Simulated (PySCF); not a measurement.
**Working out the ionisation energy of Si**

Si [Ne] 3s2 3p2 (3P) → Si⁺ [Ne] 3s2 3p1 (2P). Calculation: PySCF 2.14, in 6-31G* (4s3p1d, 18 functions); the non-relativistic Hamiltonian (point nucleus). Frozen: [Ne]. Energies in hartree (1 hartree = 27.21139 eV):

```
            part   Si (lower)  Si⁺ (upper)
             UHF  -288.831013  -288.550522
CCSD correlation    -0.056137    -0.051092
             (T)    -0.000826    -0.000558
```

Task: What does Hartree-Fock give?

Result: (-288.550522) − (-288.831013) = 0.280491 hartree = 7.633 eV.

Task: What do CCSD and CCSD(T) give?

Result: The CCSD correlation energies differ by 0.005045 hartree = 0.137 eV and the triples by 0.000268 hartree = 0.007 eV, so CCSD gives 7.770 eV and CCSD(T) 7.777 eV.

Measured between the centres of the two terms (NIST): 8.157 eV, so CCSD(T) (valence) is off by -0.380 eV.

What remains against the reference includes basis incompleteness, the frozen core and higher excitations.
